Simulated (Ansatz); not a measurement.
C3H5NO can be A, `C1=NCCO1`, or B, `N=C1CCO1`.

Computed with Ansatz on PBE0-D4/def2-TZVP structures; ΔE is electronic, products minus reactants. CCSD(T)/CBS is the MP2 limit (def2-TZVPP, def2-QZVPP) plus CCSD(T) − MP2 in def2-TZVPP, frozen cores. DFT in def2-TZVPP. B3LYP here is the variant with VWN-RPA as its local correlation; programs differ in this. Each species was taken in one conformer, which may not be the lowest.

A:

Z-matrix (Å, degrees):
```
C
N 1 1.463
C 1 1.539 2 104.8
H 1 1.093 2 109.7 3 121.2
H 1 1.093 2 109.6 3 -121.1
C 2 1.260 1 105.9 3 0.7
O 3 1.441 1 103.9 2 -0.9
H 3 1.091 1 113.6 2 116.2
H 3 1.091 1 113.7 2 -118.2
H 6 1.084 2 125.4 1 179.8
```

B:

Z-matrix (Å, degrees):
```
C
C 1 1.505
C 1 1.529 2 83.8
H 1 1.089 2 114.4 3 116.1
H 1 1.089 2 114.4 3 -116.1
N 2 1.247 1 135.1 3 -179.9
O 2 1.374 1 94.4 3 0.1
H 3 1.091 1 116.3 2 113.5
H 3 1.091 1 116.3 2 -113.6
H 6 1.019 2 111.7 1 -180.0
```

Q: Which is lower in electronic energy at CCSD(T)/CBS, and by how much? (Estimate.)

A: The calculation gave: A, by 9.5 kcal/mol.

Q: Give E(B) − E(A) in kcal/mol with CCSD(T)/def2-TZVPP, MP2/def2-TZVPP, PBE-D4, B2PLYP, B3LYP-D4, PBE0-D4, CCSD/def2-TZVPP. (An estimate is asked.)

A: Ansatz gave: CCSD(T)/def2-TZVPP 9.4, MP2/def2-TZVPP 9.2, PBE-D4 7.2, B2PLYP 8.7, B3LYP-D4 8.4, PBE0-D4 8.2, CCSD/def2-TZVPP 9.4. None reverses the order clearly.

Q: Does the order hold for the free energy at 298.15 K (harmonic terms from PBE0-D4)? (An estimate is asked.)

A: Ansatz gave: Yes: G(B) − G(A) = +9.0 kcal/mol, for one conformer each.

Largest T1 diagnostic: 0.014.

From PBE to PBE0 (25 % exact exchange), in def2-TZVPP and without D4, E(B) − E(A) moves by +1.1 kcal/mol. In def2-TZVPP, CCSD(T) changes the Hartree–Fock value by −0.8 kcal/mol (the triples alone add +0.0 kcal/mol) and MP2 by −1.0 kcal/mol.
